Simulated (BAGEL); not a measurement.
**AlH2ClO (SMILES [OH][AlH][Cl]): HF/6-31G(d) (density fitting with qzvpp-jkfit, spherical functions)**

What is the vertical electron affinity of AlH2ClO at HF/6-31G* (density fitting with qzvpp-jkfit, spherical functions)? 

The results are computed with BAGEL 1.2.2.

6 further runs of the same task are left out: 4 that didn't finish, 2 set aside as unsound or not needed.

## (1) The structure to begin with

The species is AlH2ClO (5 atoms), meant as a singlet with charge 0. SMILES: `[OH][AlH][Cl]`. The coordinates come from a PBE0-D4/def2-TZVP relaxation. This is one conformer, not always the lowest.

Bond lengths: O1–Al2 1.684 Å, Al2–Cl3 2.096 Å, O1–H4 0.956 Å, Al2–H5 1.563 Å. Angles: O1–Al2–Cl3 119.8°, O1–Al2–H5 119.3°, Cl3–Al2–H5 120.9°, Al2–O1–H4 124.3°.

## (2) A single-point energy at HF/6-31G(d) (density fitting with qzvpp-jkfit, spherical functions)

File input.json:

```json
{ "bagel" : [

{
  "title" : "molecule",
  "basis" : "6-31gs.json",
  "df_basis" : "qzvpp-jkfit",
  "angstrom" : true,
  "geometry" : [
    { "atom" : "O", "xyz" : [   -1.110100,    0.370900,   -0.514400 ] },
    { "atom" : "Al", "xyz" : [    0.431000,    0.184900,    0.137500 ] },
    { "atom" : "Cl", "xyz" : [    1.114900,   -1.725400,    0.662800 ] },
    { "atom" : "H", "xyz" : [   -1.719500,   -0.349100,   -0.669500 ] },
    { "atom" : "H", "xyz" : [    1.333500,    1.445000,    0.342200 ] }
  ]
},
{ "title" : "hf", "charge" : 0 },
{ "title" : "print", "file" : "orbitals.molden", "orbitals" : true }

]}
```

The basis set 6-31G* is read from a file made from the Basis Set Exchange's data (not shown).

Run with:

```bash
$ BAGEL_NUM_THREADS=1 BAGEL input.json > input.out
```

Log:

```text
* using 1 threads per process

  ===============================================================
  ===============================================================

  *** Geometry ***

  { "atom" : "O", "xyz" : [     -2.097785,      0.700899,     -0.972075 ] },
  { "atom" : "Al", "xyz" : [      0.814472,      0.349410,      0.259837 ] },
  { "atom" : "Cl", "xyz" : [      2.106856,     -3.260533,      1.252510 ] },
  { "atom" : "H", "xyz" : [     -3.249384,     -0.659703,     -1.265172 ] },
  { "atom" : "H", "xyz" : [      2.519950,      2.730654,      0.646664 ] },

  Number of auxiliary basis functions:      369

  Since a DF basis is specified, we compute 2- and 3-index integrals:
    o Being stored without compression. Storage requirement is 0.009 GB

  Number of basis functions:       54
  Number of electrons      :       40

    * METHOD: MOLECULE                             0.12

  *** RHF ***

  === Nuclear Repulsion ===
   129.3015907697

      * DIIS with orbital gradients will be used.

  === RHF iteration (6-31gs.json) ===
      0       -777.33696215          0.02868306           0.02
      1       -777.44979186          0.01985110           0.02
      2       -777.52932884          0.00151898           0.02
      3       -777.53019794          0.00032879           0.02
      4       -777.53025947          0.00007305           0.02
      5       -777.53026206          0.00001554           0.02
      6       -777.53026220          0.00000462           0.02
      7       -777.53026221          0.00000123           0.02
      8       -777.53026221          0.00000036           0.02
      9       -777.53026221          0.00000016           0.02
     10       -777.53026221          0.00000005           0.02
     11       -777.53026221          0.00000001           0.02
     12       -777.53026221          0.00000000           0.02
    * SCF iteration converged.

    * Permanent dipole moment:
           (    0.325450,    -0.031937,     0.136354) a.u.

    * METHOD: HF                                   0.40

    * METHOD: PRINT                                0.01

  ===============================================================
```

It took 0.67 s on 1 thread of Arm Neoverse V1, shared host.

## (3) The doublet anion at the same level

File calc.json:

```json
{ "bagel" : [

{
  "title" : "molecule",
  "basis" : "6-31gs.json",
  "df_basis" : "qzvpp-jkfit",
  "angstrom" : true,
  "geometry" : [
    { "atom" : "O", "xyz" : [      -1.110100,       0.370900,      -0.514400 ] },
    { "atom" : "Al", "xyz" : [       0.431000,       0.184900,       0.137500 ] },
    { "atom" : "Cl", "xyz" : [       1.114900,      -1.725400,       0.662800 ] },
    { "atom" : "H", "xyz" : [      -1.719500,      -0.349100,      -0.669500 ] },
    { "atom" : "H", "xyz" : [       1.333500,       1.445000,       0.342200 ] }
  ]
},

{
  "title" : "uhf",
  "charge" : -1,
  "nopen" : 1
},

{
  "title" : "print",
  "file" : "orbitals.molden",
  "orbitals" : true
}

]}
```

The basis set 6-31G* is read from a file made from the Basis Set Exchange's data (not shown).

Run with:

```bash
$ BAGEL_NUM_THREADS=1 BAGEL calc.json > calc.out
```

Log:

```text
* using 1 threads per process

  ===============================================================
  ===============================================================

  *** Geometry ***

  { "atom" : "O", "xyz" : [     -2.097785,      0.700899,     -0.972075 ] },
  { "atom" : "Al", "xyz" : [      0.814472,      0.349410,      0.259837 ] },
  { "atom" : "Cl", "xyz" : [      2.106856,     -3.260533,      1.252510 ] },
  { "atom" : "H", "xyz" : [     -3.249384,     -0.659703,     -1.265172 ] },
  { "atom" : "H", "xyz" : [      2.519950,      2.730654,      0.646664 ] },

  Number of auxiliary basis functions:      369

  Since a DF basis is specified, we compute 2- and 3-index integrals:
    o Being stored without compression. Storage requirement is 0.009 GB

  Number of basis functions:       54
  Number of electrons      :       40

    * METHOD: MOLECULE                             0.11

  *** Open-shell HF ***

  === Nuclear Repulsion ===
   129.3015907697

      * DIIS with orbital gradients will be used.

  === UHF iteration (6-31gs.json) ===
      0       -777.18934813          0.05856043           0.04
      1       -777.31887117          0.04570859           0.04
      2       -777.37972311          0.03176460           0.04
      3       -777.43663232          0.00114902           0.04
      4       -777.43763541          0.00044153           0.04
      5       -777.43795025          0.00024716           0.04
      6       -777.43808928          0.00015236           0.04
      7       -777.43817365          0.00008081           0.04
      8       -777.43819659          0.00004959           0.04
      9       -777.43820314          0.00004626           0.04
     10       -777.43820480          0.00005041           0.04
     11       -777.43820026          0.00002738           0.04
     12       -777.43820032          0.00001345           0.04
     13       -777.43820056          0.00000648           0.04
     14       -777.43820063          0.00000266           0.04
     15       -777.43820065          0.00000104           0.04
     16       -777.43820065          0.00000067           0.04
     17       -777.43820065          0.00000062           0.04
     18       -777.43820065          0.00000069           0.04
     19       -777.43820065          0.00000070           0.04
     20       -777.43820065          0.00000059           0.04
     21       -777.43820065          0.00000054           0.04
     22       -777.43820065          0.00000044           0.04
     23       -777.43820065          0.00000032           0.04
     24       -777.43820065          0.00000026           0.04
     25       -777.43820065          0.00000015           0.04
     26       -777.43820065          0.00000009           0.04
     27       -777.43820065          0.00000004           0.04
     28       -777.43820065          0.00000002           0.04
     29       -777.43820065          0.00000001           0.04
     30       -777.43820065          0.00000001           0.04
    * SCF iteration converged.

    * S^2 (UHF) is 0.7577

    * Permanent dipole moment:
           (   -0.156882,     0.311031,    -0.105675) a.u.

    * METHOD: UHF                                  1.40

    * METHOD: PRINT                                0.01

  ===============================================================
```

It took 1.6 s on 1 thread of Arm Neoverse V1, shared host.

## (4) Summary of results

At HF/6-31G* (density fitting with qzvpp-jkfit, spherical functions):

```
                                         quantity          value
                    singlet AlH2ClO: total energy  -777.53026 Eh
                   singlet AlH2ClO: dipole moment         0.90 D
                     singlet AlH2ClO: HOMO energy      -12.42 eV
                     singlet AlH2ClO: LUMO energy        1.97 eV
                   singlet AlH2ClO: HOMO–LUMO gap       14.39 eV
                      doublet anion: total energy  -777.43820 Eh
                              doublet anion: ⟨S²⟩          0.758
vertical electron affinity (to the doublet anion)      -2.505 eV
```

The anion lies 2.51 eV (242 kJ/mol) above the neutral: the electron isn't bound at this level, and such a value depends on the basis. Without diffuse functions anions come out too high. Hartree–Fock misses the correlation that binds many anions.
